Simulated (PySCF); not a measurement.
# CH3BO: the cost of one run

Programs: PySCF 2.14.0, with density-fitted response routines of our own. Each step states its level of theory. These are calculated values for one molecule in the gas phase, unless marked as measured. Atoms are numbered from 0 throughout.

## Step 1: The molecule as given

6 atoms, charge 0, multiplicity 1; geometry from: GFN2-xTB. The atoms were then displaced at random by about 0.03 Å, so the start is not that level's minimum.

Bonds of the start (Å): B0–C1 1.40, C1–O2 1.10, B0–H3 1.13, B0–H4 1.16, B0–H5 1.30.

## Step 2: Relaxing the molecule at PBE0-D3(BJ)/def2-SVP

Job settings and geometry (Å):

```
{"job": {"xc": "PBE0", "basis": "def2-SVP", "d3": "d3bj", "grid": 1, "shake": 0.03, "kind": "geom"}, "charge": 0, "multiplicity": 1}
B     -0.452440    -0.068120    -0.006770
C      0.942360    -0.019130     0.002450
O      2.040260    -0.031740     0.010710
H     -0.739360    -0.862090    -0.761070
H     -0.869190    -0.202300     1.068730
H     -0.852260     1.091340    -0.426470
```

Started as:

```bash
$ OMP_NUM_THREADS=1 python probes_run.py task.json out
```

The driver reads the jobs from task.json and runs them one after another.

**Question.** How long does this first job take on 1 thread of Intel Xeon 6975P-C, shared host, and how much memory does it need?

About 4.2 s, with a peak of 0.26 GiB.
